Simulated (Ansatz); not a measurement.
Input file:

```yaml
crystal:
  periodic: [false, false, false]
  atoms:
    - {symbol: B, position_ang: [0.000000, 0.000000, 1.164565]}
    - {symbol: Al, position_ang: [0.000000, 0.000000, -0.603435]}
    - {symbol: H, position_ang: [0.000000, 1.004980, 1.831201]}
    - {symbol: H, position_ang: [0.000000, -1.004980, 1.831201]}
basis:
  gaussian: {orbitals: 6-31G}
correlation: {method: fic_mrcisd_q, electrons: outside_noble_gas, active_space: {window: {electrons: 8, orbitals: 10}, shells: [{species: Al, l: s, shell: 3}, {species: Al, l: p, shell: 3}, {species: B, l: s, shell: 2}, {species: B, l: p, shell: 2}, {species: H, l: s, shell: 1}]}}
```

```sh
$ ansatz run in.yaml --threads 2 --pin off --events-out ev --progress --plain --max-ram 23808MiB --backend cuda --devices 0, --max-vram 18GiB
```

The program prints:

```
558 factors; integrals over basis functions are off by at most 1.7e-7 eV
mean field evaluation 1: about -7277.0726 eV, gradient 2.0e1 eV
mean field evaluation 2: about -7277.0737 eV, gradient 2.0e1 eV
mean field evaluation 4: about -7279.2923 eV, gradient 2.2e0 eV
mean field evaluation 8: about -7279.4124 eV, gradient 1.5e-1 eV
mean field evaluation 16: about -7280.8925 eV, gradient 5.8e0 eV
mean field evaluation 32: about -7279.4130 eV, gradient 2.5e-6 eV
mean field -7281.26339699 eV, -267.5814944217 hartree, gradient 4.0e-6 eV, S^2 0.000000; 6 other end points of the search recorded, 0 dependent functions left out; unrestricted orbitals would lower it
reference -7281.26339699 eV, -267.5814944217 hartree; 10, 10 occupied and 16, 16 virtual orbitals, 558 factors
state -7283.39214428 eV, -267.6597244419 hartree
contracted CI cycle   1: correlation 0.00000000 eV, 0.0000000000 hartree, residual 5.93e0 eV
contracted CI cycle   2: correlation -0.76189778 eV, -0.0279992269 hartree, residual 1.45e0 eV
contracted CI cycle   3: correlation -0.80704289 eV, -0.0296582793 hartree, residual 3.24e-1 eV
contracted CI cycle   4: correlation -0.80944615 eV, -0.0297465972 hartree, residual 9.49e-2 eV
contracted CI cycle   5: correlation -0.80964502 eV, -0.0297539057 hartree, residual 2.92e-2 eV
contracted CI cycle   6: correlation -0.80966404 eV, -0.0297546048 hartree, residual 9.29e-3 eV
contracted CI cycle   7: correlation -0.80966585 eV, -0.0297546711 hartree, residual 2.80e-3 eV
contracted CI cycle   8: correlation -0.80966600 eV, -0.0297546767 hartree, residual 7.97e-4 eV
state -7283.39214428 eV, -267.6597244419 hartree; corrected -7284.22000291 eV, -267.6901476851 hartree
Total energy: -7284.22000291 eV, -267.6901476851 hartree
Checks for a lower state left out: starts, orbital_swaps
```

Natural occupations: 1.9772 1.9762 1.9568 1.8242 0.1373 0.0524 0.0226 0.0213 0.0196 0.0123.

For the same geometry and basis full CI lies 10.6 meV lower.

Ran on 2 threads of AMD EPYC 7R13 with a shared H100 80 GB, shared host: 5.5 s wall, 0.87 GiB peak host memory.
